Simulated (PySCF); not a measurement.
Some computed properties have been withheld. Give your best values.

H₃O₄P.
SMILES: `OP(=O)(O)O`

Conformer (atom-mapped SMILES and torsion angles): `[O:1]=[P:2]([OH:3])([OH:4])[OH:5]`: H–O3–P2–O1 44°, H–O4–P2–O1 23°, H–O5–P2–O1 176°.

```csv
property,level,value
"rotational constants A, B, C",PBE0-D3(BJ)/def2-SVP,"4.598, 4.392, 4.303 GHz"
dipole moment,CAM-B3LYP/def2-SVPD,?
HOMO energy,CAM-B3LYP/def2-SVPD,?
LUMO energy,CAM-B3LYP/def2-SVPD,?
lowest singlet excitation,TDDFT CAM-B3LYP/def2-SVPD,?
static isotropic polarisability,CAM-B3LYP/def2-SVPD,?
electronic spatial extent ⟨r²⟩ about the centre of nuclear charge,CAM-B3LYP/def2-SVPD,?
```

Gas-phase values; electronic properties from PySCF, density fitting. The structure is a single PBE0-D3(BJ)/def2-SVP conformer in the gas phase; no vibrational or solvent corrections.

Q: What is the HOMO energy?

A: -10.47 eV.

Q: What is the electronic spatial extent ⟨r²⟩ about the centre of nuclear charge?

A: 408 bohr².

Q: The LUMO energy?

A: 0.29 eV.

Q: What is the static isotropic polarisability?

A: 37.9 au.

Q: What is the lowest singlet excitation?

A: 7.61 eV (163 nm, f = 0.025).

Q: Give the dipole moment.

A: 3.13 D.

No computed singlet falls in the visible range (750 to 380 nm, 1.65 to 3.26 eV); S1 lies 4.35 eV above its blue end. The dipole matches unit charges of opposite sign 0.65 Å apart (1 e·Å = 4.8032 D). The polarisability is 5.61 Å³ as a volume (1 au = 0.148185 Å³), or 0.76 au for each of the 50 electrons. The principal polarisabilities are 36.5, 37.4 and 39.7 au; their mean is the isotropic value. With B = h/(8π²I), that is 505.379 GHz u Å² over I, the principal moments of inertia are 109.9, 115.1 and 117.4 u Å² (most abundant isotopes).

For the TDDFT job (CAM-B3LYP/def2-SVPD), on an Intel Xeon Platinum 8375C at 2.90 GHz with one thread (shared host), this took 12 s and 0.64 GiB of memory at its peak.
